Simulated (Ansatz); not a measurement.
## AlSi, quartet along the distance Si1-Al2

Starting geometry (PBE0/def2-TZVP stationary point for this spin):

```xyz
2

Si    0.0000    0.0000    0.0000
Al    0.0000    0.0000    2.4162
```

From there Al2 moves along the line of the two atoms named below, all else staying in place; atoms are numbered as listed. Energies are in kcal/mol, counted from the starting geometry at the same level.

Basis cc-pVDZ; Ansatz 0.2.0. Correlated methods freeze the noble-gas cores. R marks a restricted (for open shells ROHF) determinant.

Full CI is exact within this basis and frozen core; it isn't the basis-set limit.

```json
{"distance Si1-Al2 (Å)": "1.959", "RCCSD(T)": "40.7"}
{"distance Si1-Al2 (Å)": "2.135", "RCCSD(T)": "13.3"}
{"distance Si1-Al2 (Å)": "2.416", "RCCSD(T)": "0.0"}
{"distance Si1-Al2 (Å)": "2.594", "RCCSD(T)": "1.0"}
{"distance Si1-Al2 (Å)": "2.902", "RCCSD(T)": "9.1"}
{"distance Si1-Al2 (Å)": "3.288", "RCCSD(T)": "22.1"}
{"distance Si1-Al2 (Å)": "3.822", "RCCSD(T)": "36.9"}
{"distance Si1-Al2 (Å)": "4.359", "RCCSD(T)": "44.8"}
{"distance Si1-Al2 (Å)": "5.424", "RCCSD(T)": "49.3"}
{"distance Si1-Al2 (Å)": "6.532", "RCCSD(T)": "50.2"}
{"distance Si1-Al2 (Å)": "8.318", "RCCSD(T)": "50.4"}
```

Estimate the full CI curve in cc-pVDZ from this one, knowing how RCCSD(T) errs.

The computed full CI values, in kcal/mol from the starting point, and the error of RCCSD(T) against them:
```json
{"distance Si1-Al2 (Å)": "1.959", "full CI": "40.9", "RCCSD(T) less full CI": "-0.2"}
{"distance Si1-Al2 (Å)": "2.135", "full CI": "13.4", "RCCSD(T) less full CI": "-0.1"}
{"distance Si1-Al2 (Å)": "2.416", "full CI": "0.0", "RCCSD(T) less full CI": "0.0"}
{"distance Si1-Al2 (Å)": "2.594", "full CI": "0.9", "RCCSD(T) less full CI": "0.1"}
{"distance Si1-Al2 (Å)": "2.902", "full CI": "8.9", "RCCSD(T) less full CI": "0.2"}
{"distance Si1-Al2 (Å)": "3.288", "full CI": "21.5", "RCCSD(T) less full CI": "0.6"}
{"distance Si1-Al2 (Å)": "3.822", "full CI": "35.6", "RCCSD(T) less full CI": "1.3"}
{"distance Si1-Al2 (Å)": "4.359", "full CI": "44.0", "RCCSD(T) less full CI": "0.8"}
{"distance Si1-Al2 (Å)": "5.424", "full CI": "49.8", "RCCSD(T) less full CI": "-0.4"}
{"distance Si1-Al2 (Å)": "6.532", "full CI": "50.9", "RCCSD(T) less full CI": "-0.7"}
{"distance Si1-Al2 (Å)": "8.318", "full CI": "51.2", "RCCSD(T) less full CI": "-0.8"}
```

The error spans 2.1 kcal/mol and is largest, 1.3 kcal/mol, at 3.822 Å.
